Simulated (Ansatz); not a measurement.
Ansatz (a quantum-chemistry and plane-wave program) input:

Ansatz 0.2 input:
```yaml
crystal:
  periodic: [false, false, false]
  atoms:
    - {symbol: O, position_ang: [0.00702152, 0.00134342, 0.11666744]}
    - {symbol: H, position_ang: [-0.04995842, 0.75929218, -0.47415850]}
    - {symbol: H, position_ang: [-0.00621371, -0.77003954, -0.45918106]}
basis:
  gaussian:
    orbitals: cc-pV5Z
magnetization: {spin_polarized: false}
correlation: {method: ccsd_t, electrons: outside_noble_gas}
```

Task: Predict the final energy.

Result: -76.36897 Eh (CCSD(T)/cc-pV5Z). The basis has 201 functions. The run takes about 50 core-seconds (a rough figure).
